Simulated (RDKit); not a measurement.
RDKit input (UFF):

```python
from rdkit import Chem
from rdkit.Chem import AllChem, rdDetermineBonds

mol = Chem.MolFromXYZFile('mol.xyz')
rdDetermineBonds.DetermineBonds(mol, charge=1)
print('SMILES', Chem.MolToSmiles(Chem.RemoveHs(mol)))
ff = AllChem.UFFGetMoleculeForceField(mol)
e0 = ff.CalcEnergy()
flag = ff.Minimize(maxIts=5000, forceTol=1e-5)
print(f'energy {e0:.4f} -> {ff.CalcEnergy():.4f} kcal/mol, converged: {flag == 0}')
print(Chem.MolToXYZBlock(mol))
```
mol.xyz:
```
13

O      0.06503772    -0.68601455     0.05727429
C     -0.03288225     0.83440006     0.03073175
C      1.42147281    -1.28712423    -0.01533926
C     -1.48368758     1.21030101     0.00174931
H      0.47728944     1.12131012     0.94601548
H      0.52928146     1.15356487    -0.84533226
H      1.27766083    -2.36044626     0.05765461
H      1.89028205    -0.99298470    -0.95099819
H      1.95495536    -0.90470467     0.84810251
H     -1.97704985     0.87309367    -0.91220944
H     -2.01557038     0.83306845     0.87432017
H     -1.54411666     2.30045640     0.01467203
H     -0.54245191    -1.08070251    -0.59326989
```

### Question
Which steric energies does it print, before and after the minimisation?

### Answer
30.49 and 7.00 kcal/mol. They count from the force field's own zero for this bonding and are no heats of formation.
